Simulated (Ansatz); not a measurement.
Computed with Ansatz on PBE0-D4/def2-TZVP structures; ΔE is electronic, products minus reactants. CCSD(T)/CBS adds triple-zeta CCSD(T) − MP2 to the extrapolated MP2 energy (def2 sets, frozen cores). This one scheme is used for every species. Double bonds are as drawn, so ΔE can hold a change between cis and trans. Functionals use def2-TZVPP. One conformer a species, not always the lowest.

Consider the formal hydrolysis of a C–F bond: `C/C(Cl)=C/CF` + H₂O → `C/C(Cl)=C/CO` + H–F.

```tsv
species	ωB97M-V energy (Eh)
`C/C(Cl)=C/CF`	-716.05126
H₂O	-76.43342
`C/C(Cl)=C/CO`	-692.02223
H–F	-100.46072
```

Work out ΔE.

ΔE = (-692.02223) + (-100.46072) − (-716.05126) − (-76.43342) = 0.00173 Eh = +4.5 kJ/mol. CCSD(T)/CBS gives -0.2 kJ/mol.

Largest T1 diagnostic among the species: 0.010.

In def2-TZVPP, CCSD(T) changes the Hartree–Fock value by −10.8 kJ/mol (the triples alone add −1.4 kJ/mol) and MP2 by −14.8 kJ/mol. The D4 term adds −3.1 kJ/mol with B3LYP and −1.8 kJ/mol with PBE0; it sums over pairs of atoms, weighted by their polarisabilities, and B3LYP, whose exchange is more repulsive, gets the larger term.

B3LYP here is the variant with VWN-RPA as its local correlation; programs differ in this.
